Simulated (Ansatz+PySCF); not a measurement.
A calculation with Ansatz (development build ahead of 0.2.0).

```yaml
crystal:
  periodic: [false, false, false]
  atoms:
    - { symbol: O, position_ang: [0.0, 0.0, -0.11934] }
    - { symbol: H, position_ang: [0.0, 0.0, 0.95473] }
basis:
  gaussian: { orbitals: "6-31G" }
magnetization:
  initial_magnetization: 1
hamiltonian:
  xc: hf
correlation:
  method: fci
  frozen_orbitals: { H: 0, O: 1 }
```

The input is written out in the form of the current development build from the run's settings.

Output:

```
Converged                       : yes
Total energy                    : -75.45903 hartree
State                           : lowest doublet root, of any spatial symmetry
Spin squared of the determinant : 0.750
```
